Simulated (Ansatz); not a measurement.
# [H···H···S], triplet: transfer scan

Starting geometry:

| atom | x (Å) | y (Å) | z (Å) |
| --- | --- | --- | --- |
| H | 0.0000 | 0.0000 | -1.1560 |
| H | 0.0000 | 0.0000 | -0.4110 |
| S | 0.0000 | 0.0000 | 1.5670 |

From there H2 is moved from one fragment to the other while all else, the fragments' distance too, stays fixed; atoms are numbered as listed. Energies are in eV, counted from the starting geometry at the same level.

Basis cc-pVDZ; Ansatz 0.2.0. Only valence electrons are correlated (noble-gas cores frozen). R marks a restricted (for open shells ROHF) determinant, U an unrestricted one. Active spaces: valence = (8e, 6o) chosen from the atoms' valence shells.

Runs in a small pair space aren't shown, since their orbitals change along the scan.

Full CI is exact within this basis and frozen core; it isn't the basis-set limit. The frozen core follows each run's orbitals, which can shift R against U totals by a few meV.

```csv
distance H1-H2 (Å),full CI,unpaired electrons (full CI),error UMP2,error RCCSD,error BCCD(T),error RCCSDTQ,error NEVPT2 (valence space),error MRCISD+Q (valence space)
0.693,0.063,2.02,-0.012,-0.003,-0.001,0.000,0.005,-0.002
0.745,0.000,2.02,0.000,0.000,0.000,0.000,0.000,0.000
0.830,0.099,2.03,0.023,0.007,0.001,0.000,-0.011,0.003
0.916,0.333,2.03,0.054,0.017,0.003,0.000,-0.025,0.005
1.001,0.588,2.04,0.086,0.030,0.006,0.000,-0.042,0.008
1.087,0.783,2.04,0.088,0.045,0.009,0.000,-0.060,0.010
1.172,0.871,2.04,0.040,0.052,0.009,0.000,-0.073,0.013
1.258,0.877,2.04,-0.025,0.044,0.008,0.000,-0.080,0.016
1.343,0.878,2.03,-0.075,0.034,0.005,0.000,-0.082,0.016
```

Unpaired electrons are Σ n²(2−n)² over natural occupations. Errors are those of relative energies. In total energy the starting point itself misses full CI by: UMP2 0.782, RCCSD 0.058, BCCD(T) 0.013, RCCSDTQ 0.000, NEVPT2 (valence space) 0.881, MRCISD+Q (valence space) -0.022 eV.

Spread of the error over the points with a reference, to 1.343 Å (largest less smallest): RCCSDTQ 0.000, BCCD(T) 0.010, MRCISD+Q (valence space) 0.017, RCCSD 0.055, NEVPT2 (valence space) 0.087, UMP2 0.163 eV.
